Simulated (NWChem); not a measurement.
Everything below was run with NWChem. System: CH2 (+1), charge 1, spin multiplicity 2, at a geometry optimised with UPBE/def2-SVP. The structure started from a generated list of species. Its SCF solution wasn't tested for a lower state. Level: UB3LYP/6-31G* (spherical d), VWN1-RPA local correlation.

Output (cleaned and shortened):

```
             Northwest Computational Chemistry Package (NWChem) 7.3.0
             --------------------------------------------------------

                                NWChem Input Module
                                -------------------

 Scaling coordinates for geometry "geometry" by  1.889725989
 (inverse scale =  0.529177249)

 Turning off AUTOSYM since
 SYMMETRY directive was detected!

                             Geometry "geometry" -> ""
                             -------------------------

 Output coordinates in angstroms (scale by  1.889725989 to convert to a.u.)

  No.       Tag          Charge          X              Y              Z
 ---- ---------------- ---------- -------------- -------------- --------------
    1 C                    6.0000     0.00000000     0.00000000     0.09236000
    2 H                    1.0000     1.05717700     0.00000000    -0.27708100
    3 H                    1.0000    -1.05717700     0.00000000    -0.27708100

 Effective nuclear repulsion energy (a.u.)       5.9206905035

            Nuclear Dipole moment (a.u.)
            ----------------------------
        X                 Y               Z
 ---------------- ---------------- ----------------
     0.0000000000     0.0000000000    -0.0000037795

      Symmetry information
      --------------------

 Group name             C2v
 Group number             16
 Group order               4
 No. of unique centers     2

      Symmetry unique atoms

     1    2


 Summary of "ao basis" -> "" (spherical)
 ------------------------------------------------------------------------------
       Tag                 Description            Shells   Functions and Types
 ---------------- ------------------------------  ------  ---------------------
 *                           6-31g*                   on all atoms

                                 NWChem DFT Module
                                 -----------------

 Summary of "ao basis" -> "ao basis" (spherical)
 ------------------------------------------------------------------------------
       Tag                 Description            Shells   Functions and Types
 ---------------- ------------------------------  ------  ---------------------
 C                           6-31g*                  6       14   3s2p1d
 H                           6-31g*                  2        2   2s

 Summary of "ao basis" -> "ao basis" (spherical)
 ------------------------------------------------------------------------------
       Tag                 Description            Shells   Functions and Types
 ---------------- ------------------------------  ------  ---------------------
 C                           6-31g*                  6       14   3s2p1d
 H                           6-31g*                  2        2   2s

      Symmetry analysis of basis
      --------------------------

        a1          9
        a2          1
        b1          5
        b2          3

            General Information
            -------------------
          SCF calculation type: DFT
          Wavefunction type:  spin polarized.
          No. of atoms     :     3
          No. of electrons :     7
           Alpha electrons :     4
            Beta electrons :     3
          Charge           :     1
          Spin multiplicity:     2
          Use of symmetry is: on ; symmetry adaption is: on
          Maximum number of iterations: 100
          AO basis - number of functions:    18
                     number of shells:    10
          Convergence on energy requested:  1.00D-06
          Convergence on density requested:  1.00D-05
          Convergence on gradient requested:  5.00D-04

              XC Information
              --------------
                         B3LYP Method XC Potential
                     Hartree-Fock (Exact) Exchange  0.200
                        Slater Exchange Functional  0.800 local
                    Becke 1988 Exchange Functional  0.720 non-local
              Lee-Yang-Parr Correlation Functional  0.810
                  VWN I RPA Correlation Functional  0.190 local

             Grid Information
             ----------------
          Grid used for XC integration:  medium
[...]
              MO Center=  2.1D-16, -9.1D-17, -6.8D-02, r^2= 1.1D+00
   Bfn.  Coefficient  Atom+Function         Bfn.  Coefficient  Atom+Function
  ----- ------------  ---------------      ----- ------------  ---------------
     3      0.534056  1 C  px                15      0.246288  2 H  s
    17     -0.246288  3 H  s                  7      0.185508  1 C  px
    16      0.107302  2 H  s                 18     -0.107302  3 H  s

 Vector    4  Occ=1.000000D+00  E=-6.607402D-01  Symmetry=a1
              MO Center= -2.0D-16, -2.1D-17,  2.4D-01, r^2= 8.7D-01
   Bfn.  Coefficient  Atom+Function         Bfn.  Coefficient  Atom+Function
  ----- ------------  ---------------      ----- ------------  ---------------
     5      0.681990  1 C  pz                 9      0.354693  1 C  pz
     6      0.186589  1 C  s                  2      0.133120  1 C  s
    15     -0.091520  2 H  s                 17     -0.091520  3 H  s
    16     -0.062066  2 H  s                 18     -0.062066  3 H  s
     1     -0.050982  1 C  s

 Vector    5  Occ=0.000000D+00  E=-5.112611D-01  Symmetry=b2
              MO Center= -1.4D-16, -3.1D-16,  9.1D-02, r^2= 9.6D-01
   Bfn.  Coefficient  Atom+Function         Bfn.  Coefficient  Atom+Function
  ----- ------------  ---------------      ----- ------------  ---------------
     4      0.662186  1 C  py                 8      0.461672  1 C  py

 Vector    6  Occ=0.000000D+00  E=-2.260681D-01  Symmetry=a1
              MO Center=  1.5D-16,  8.0D-18, -2.9D-01, r^2= 2.7D+00
   Bfn.  Coefficient  Atom+Function         Bfn.  Coefficient  Atom+Function
  ----- ------------  ---------------      ----- ------------  ---------------
     6      1.388345  1 C  s                 16     -1.053818  2 H  s
    18     -1.053818  3 H  s                  9     -0.386001  1 C  pz
     2      0.279418  1 C  s                 15     -0.232606  2 H  s
    17     -0.232606  3 H  s                  5     -0.217665  1 C  pz
     1     -0.124058  1 C  s                 14     -0.033040  1 C  d  2

 Vector    7  Occ=0.000000D+00  E=-1.249446D-01  Symmetry=b1
              MO Center= -9.9D-17,  1.4D-32, -3.6D-01, r^2= 3.0D+00
   Bfn.  Coefficient  Atom+Function         Bfn.  Coefficient  Atom+Function
  ----- ------------  ---------------      ----- ------------  ---------------
    16      1.494457  2 H  s                 18     -1.494457  3 H  s
     7     -1.219118  1 C  px                 3     -0.547794  1 C  px
    15      0.114317  2 H  s                 17     -0.114317  3 H  s

                     DFT Final Beta Molecular Orbital Analysis
                     -----------------------------------------

 Vector    1  Occ=1.000000D+00  E=-1.068731D+01  Symmetry=a1
              MO Center= -1.5D-18, -4.8D-23,  9.2D-02, r^2= 2.8D-02
   Bfn.  Coefficient  Atom+Function         Bfn.  Coefficient  Atom+Function
  ----- ------------  ---------------      ----- ------------  ---------------
     1      0.995342  1 C  s                  2      0.030536  1 C  s

 Vector    2  Occ=1.000000D+00  E=-1.007748D+00  Symmetry=a1
              MO Center= -8.9D-16, -4.9D-17, -1.0D-01, r^2= 8.9D-01
   Bfn.  Coefficient  Atom+Function         Bfn.  Coefficient  Atom+Function
  ----- ------------  ---------------      ----- ------------  ---------------
     2      0.450866  1 C  s                  6      0.392853  1 C  s
     1     -0.204298  1 C  s                 15      0.178493  2 H  s
    17      0.178493  3 H  s                  5     -0.106283  1 C  pz
    16      0.039255  2 H  s                 18      0.039255  3 H  s
     9     -0.037301  1 C  pz                14      0.026093  1 C  d  2

 Vector    3  Occ=1.000000D+00  E=-8.232408D-01  Symmetry=b1
              MO Center=  6.6D-16, -8.5D-17, -7.9D-02, r^2= 1.1D+00
   Bfn.  Coefficient  Atom+Function         Bfn.  Coefficient  Atom+Function
  ----- ------------  ---------------      ----- ------------  ---------------
     3      0.519113  1 C  px                15      0.252737  2 H  s
    17     -0.252737  3 H  s                  7      0.178129  1 C  px
    16      0.118996  2 H  s                 18     -0.118996  3 H  s
    13      0.029586  1 C  d  1

 Vector    4  Occ=0.000000D+00  E=-4.855171D-01  Symmetry=b2
              MO Center= -1.8D-16, -5.5D-18,  8.1D-02, r^2= 9.9D-01
   Bfn.  Coefficient  Atom+Function         Bfn.  Coefficient  Atom+Function
  ----- ------------  ---------------      ----- ------------  ---------------
     4      0.646793  1 C  py                 8      0.478311  1 C  py

 Vector    5  Occ=0.000000D+00  E=-4.547914D-01  Symmetry=a1
              MO Center= -2.0D-16, -1.2D-16,  3.0D-01, r^2= 1.0D+00
   Bfn.  Coefficient  Atom+Function         Bfn.  Coefficient  Atom+Function
  ----- ------------  ---------------      ----- ------------  ---------------
     5      0.574439  1 C  pz                 9      0.444108  1 C  pz
     6      0.297134  1 C  s                  2      0.135078  1 C  s
    15     -0.092301  2 H  s                 17     -0.092301  3 H  s
    16     -0.089136  2 H  s                 18     -0.089136  3 H  s
     1     -0.067457  1 C  s

 Vector    6  Occ=0.000000D+00  E=-2.128618D-01  Symmetry=a1
              MO Center= -4.7D-15, -9.9D-18, -2.8D-01, r^2= 2.7D+00
   Bfn.  Coefficient  Atom+Function         Bfn.  Coefficient  Atom+Function
  ----- ------------  ---------------      ----- ------------  ---------------
     6      1.430631  1 C  s                 16     -1.074312  2 H  s
    18     -1.074312  3 H  s                  9     -0.422269  1 C  pz
     2      0.270686  1 C  s                  5     -0.223124  1 C  pz
    15     -0.217961  2 H  s                 17     -0.217961  3 H  s
     1     -0.126974  1 C  s                 14     -0.030357  1 C  d  2

   alpha - beta orbital overlaps
   -----------------------------

   alpha      1      2      3      4      5      6      7      8      9     10
    beta      1      2      3      5      4      6      7      9      8     10
 overlap   1.000  0.997  1.000  0.992  1.000  0.999  1.000  0.877  1.000  0.879

   alpha     11     12     13     14     15     16     17     18
    beta     11     12     13     14     15     16     17     18
 overlap   1.000  0.999  0.999  1.000  1.000  0.997  1.000  0.998

     --------------------------
     Expectation value of S2:
     --------------------------
      <S2> =      0.7518 (Exact =     0.7500)

 center of mass
 --------------
 x =   0.00000000 y =   0.00000000 z =   0.07413230

 moments of inertia (a.u.)
 ------------------
           0.841145215550           0.000000000000           0.000000000000
           0.000000000000           8.885814712742           0.000000000000
           0.000000000000           0.000000000000           8.044669497192

     Multipole analysis of the density
     ---------------------------------

     L   x y z        total         alpha         beta         nuclear
     -   - - -        -----         -----         ----         -------
     0   0 0 0      1.000000     -4.000000     -3.000000      8.000000

     1   1 0 0      0.000000      0.000000     -0.000000      0.000000
     1   0 1 0     -0.000000     -0.000000     -0.000000      0.000000
     1   0 0 1     -0.234935     -0.407827      0.172896     -0.000004

     2   2 0 0     -1.573568     -5.051899     -4.503878      7.982209
     2   1 1 0     -0.000000     -0.000000     -0.000000      0.000000
     2   1 0 1     -0.000000      0.000000     -0.000000      0.000000
     2   0 2 0     -3.302633     -1.955132     -1.347501      0.000000
     2   0 1 1     -0.000000     -0.000000      0.000000      0.000000
     2   0 0 2     -4.184940     -3.430179     -1.485866      0.731104

 Task  times  cpu:        0.1s     wall:        0.1s

 Total times  cpu:        0.1s     wall:        0.1s
```

Write an NWChem input that would produce this output.

Several could match; the one computed here: 
```
start mol
memory heap 200 mb stack 900 mb global 1100 mb
charge 1
geometry units angstroms nocenter noautoz
  C      0.000000     0.000000     0.092360
  H      1.057177     0.000000    -0.277081
  H     -1.057177     0.000000    -0.277081
  symmetry group C2v
end
basis spherical
  * library 6-31g*
end
dft
  xc b3lyp
  odft
  mult 2
  semidirect memsize 60000000 filesize 0
  iterations 100
end
task dft energy
```
